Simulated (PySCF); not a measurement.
Vertical excitations of a molecule C3H9N from PySCF with TDDFT-PBE/def2-SVPD, as energy in eV (oscillator strength): 4.86 (0.026), 5.81 (0.006), 5.81 (0.006), 6.77 (0.016), 6.77 (0.016), 6.82 (0.021), 6.88 (0.116), 7.72 (0.056), 7.72 (0.056), 7.92 (0.001). Lowest triplet (TDA): 4.71 eV. The structure is a stationary point at B3LYP-D3(BJ)/def2-SVP. Other conformers were not sampled.

**Question.** Which molecule gave these data?
A. CN(C)C
B. CCCN
C. CC(C)N
D. CCNC

**Answer.** A, CN(C)C
